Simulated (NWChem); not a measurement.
System: formic acid (CH2O2); SMILES O=CO

Input file for NWChem:

```
start job
memory heap 200 mb stack 900 mb global 1100 mb
geometry units angstroms noautosym nocenter noautoz
  O      0.122821    -1.118103     0.000000
  C     -0.394426     0.109152     0.000000
  O      0.239369     1.123227     0.000000
  H      1.089211    -1.019357     0.000000
  H     -1.503117     0.048280     0.000000
end
basis spherical
  * library pcseg-2
end
dft
  xc b3lyp
  iterations 150
end
cosmo
  do_cosmo_smd true
  solvent water
end
task dft energy
```

Coordinates come from a PBE0/def2-SVP optimisation. Solvent: water.

Solvent water, SMD (1 M gas to 1 M solution), gas-phase geometry.

Task: Predict the main results of this run. (B3LYP/pcseg-2, SMD on the gas-phase geometry.) Quantities: basis functions; solvation free energy (kcal/mol); cavity-dispersion-structure term (kcal/mol); dipole in solution (D).

Result: 
```
Quantity                                     Value
-------------------------------------------  -----
number of basis functions                      118
solvation free energy (kcal/mol)              -5.4
cavity-dispersion-structure term (kcal/mol)    4.3
dipole in solution (D)                        2.19
```
